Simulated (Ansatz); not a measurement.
```yaml
crystal:
  periodic: [false, false, false]
  atoms:
    - {symbol: Ru, position_ang: [0.000000, 0.000000, 0.000000]}
    - {symbol: Ge, position_ang: [0.000000, 0.000000, 2.650000]}
basis:
  gaussian: {orbitals: def2-TZVP}
magnetization: {spin_polarized: true, initial_magnetization: 2}
hamiltonian: {xc: pbe0}
relax: {f_tol: 0.004, max_steps: 80}
```

```sh
$ ansatz run in.yaml --threads 1 --pin off --events-out ev --progress --plain --max-ram 2176MiB
```

Steps of the relaxation (energy above the last step; positions in Å, forces in eV/Å):

```
2
step 1, 867.1 meV
Ru    0.000    0.000    0.000    0.000    0.000    2.642
Ge    0.000    0.000    2.650    0.000    0.000   -2.642
```

```
2
step 2, 34.3 meV
Ru    0.000    0.000    0.193    0.000    0.000    0.947
Ge    0.000    0.000    2.457    0.000    0.000   -0.947
```

```
2
step 3, 70.4 meV
Ru    0.000    0.000    0.270    0.000    0.000   -1.782
Ge    0.000    0.000    2.380    0.000    0.000    1.782
```

```
2
step 7, 0.0 meV
Ru    0.000    0.000    0.227    0.000    0.000    0.000
Ge    0.000    0.000    2.423    0.000    0.000    0.000
```

Close pairs at the end: Ru1–Ge2 2.195 Å.

A stationary point of unrestricted PBE0 after 7 steps, with ⟨S²⟩ = 2.301 against 2.00 for a pure state. 49 s on 1 thread of AMD EPYC 9R45, shared host.
